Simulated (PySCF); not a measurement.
## First hyperpolarisability: `C(C#C)#CC`, C₅H₄

Geometry (Å), atoms numbered from 1 in this order:
```xyz
9

C     2.390    1.876    0.927
C     1.481    1.161    0.590
C     0.454    0.356    0.210
C    -0.458   -0.359   -0.124
C    -1.547   -1.215   -0.527
H     3.181    2.498    1.220
H    -2.501   -0.750   -0.276
H    -1.509   -1.386   -1.604
H    -1.476   -2.174   -0.014
```

Computed with quadratic response PBE0/def2-SVPD first hyperpolarisability, Taylor convention, gas phase in PySCF. Geometry: GFN2-xTB.

(1) Give β for the processes computed.

(2) Which lowest excitations, dipole and polarisabilities go with it?

Results:

(1) In au, Taylor convention; the vector part is βᵢ = ⅓ Σⱼ (βᵢⱼⱼ + βⱼᵢⱼ + βⱼⱼᵢ); β∥ is 3/5 of the vector part along the dipole, the dipole points from − to +:
| process | λ (nm) | β vector norm | β∥ | β HRS | depolarisation ratio |
| --- | --- | --- | --- | --- | --- |
| static β(0;0,0) | ∞ | 206.0 | 123.6 | 80.6 | 6.22 |
| second harmonic β(−2ω;ω,ω) | 1550 | 220.4 | 132.2 | 86.2 | 6.22 |
| Pockels β(−ω;ω,0) | 1550 | 210.7 | 126.4 | – | – |
| second harmonic β(−2ω;ω,ω) | 1064 | 238.3 | 143.0 | 93.1 | 6.22 |
| Pockels β(−ω;ω,0) | 1064 | 216.0 | 129.6 | – | – |
| second harmonic β(−2ω;ω,ω) | 694.3 | 295.3 | 177.2 | 115.1 | 6.23 |
| Pockels β(−ω;ω,0) | 694.3 | 230.7 | 138.4 | – | – |

(2) S1 4.79 eV (f = 0.000); S2 5.00 eV (f = 0.000); S3 5.00 eV (f = 0.000); dipole 1.35 D; isotropic α 63.5 au static, 63.9 au at 1550 nm, 64.4 au at 1064 nm, 65.1 au at 775 nm, 65.6 au at 694.3 nm, 67.1 au at 532 nm, 73.1 au at 347.1 nm.
